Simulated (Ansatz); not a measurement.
Input file:

```yaml
crystal:
  periodic: [false, false, false]
  atoms:
    - {symbol: B, position_ang: [0.000000, -0.186963, 2.397395]}
    - {symbol: O, position_ang: [0.000000, 0.275320, 1.201770]}
    - {symbol: Ge, position_ang: [0.000000, -0.053740, -0.608390]}
    - {symbol: H, position_ang: [0.000000, 1.507965, -0.944858]}
basis:
  gaussian: {orbitals: cc-pVDZ}
total_charge: 1
magnetization: {spin_polarized: true, initial_magnetization: 1}
correlation: {method: ccsdt_q, electrons: outside_noble_gas}
```

```sh
$ ansatz run in.yaml --threads 2 --pin off --events-out ev --progress --plain --max-ram 15360MiB --backend cuda --devices 0, --max-vram 18GiB
```

The program prints:

```
1146 factors; integrals over basis functions are off by at most 1.7e-7 eV
mean field evaluation 1: about -59178.5687 eV, gradient 4.7e1 eV
mean field evaluation 2: about -59178.6254 eV, gradient 4.6e1 eV
mean field evaluation 4: about -59187.3817 eV, gradient 3.4e0 eV
mean field evaluation 8: about -59187.5471 eV, gradient 4.0e-1 eV
mean field evaluation 16: about -59187.6786 eV, gradient 1.8e0 eV
mean field evaluation 32: about -59189.1670 eV, gradient 7.2e-2 eV
mean field evaluation 64: about -59187.5377 eV, gradient 2.6e-1 eV
mean field evaluation 96: about -59187.5636 eV, gradient 1.2e0 eV
mean field evaluation 128: about -59187.3024 eV, gradient 2.1e0 eV
mean field evaluation 160: about -59189.1663 eV, gradient 2.2e-3 eV
...
cycle  16  -8.89300400 eV  change   -7.1e-6 eV  update   6.6e-5
cycle  17  -8.89301887 eV  change   -1.5e-5 eV  update   3.6e-5
cycle  18  -8.89304325 eV  change   -2.4e-5 eV  update   2.2e-5
cycle  19  -8.89303384 eV  change    9.4e-6 eV  update   1.5e-5
cycle  20  -8.89304174 eV  change   -7.9e-6 eV  update   9.5e-6
cycle  21  -8.89304866 eV  change   -6.9e-6 eV  update   5.6e-6
cycle  22  -8.89305214 eV  change   -3.5e-6 eV  update   4.1e-6
cycle  23  -8.89305496 eV  change   -2.8e-6 eV  update   2.6e-6
cycle  24  -8.89305588 eV  change   -9.2e-7 eV  update   1.9e-6
cycle  25  -8.89305571 eV  change    1.7e-7 eV  update   1.0e-6
perturbative correction -0.02885158 eV, -0.0010602759 hartree
Total energy: -59198.08825067 eV, -2175.4896173066 hartree
```

Ran on 2 threads of AMD EPYC 7R13 with a shared H100 80 GB, shared host: 7 s wall, 0.85 GiB peak host memory.
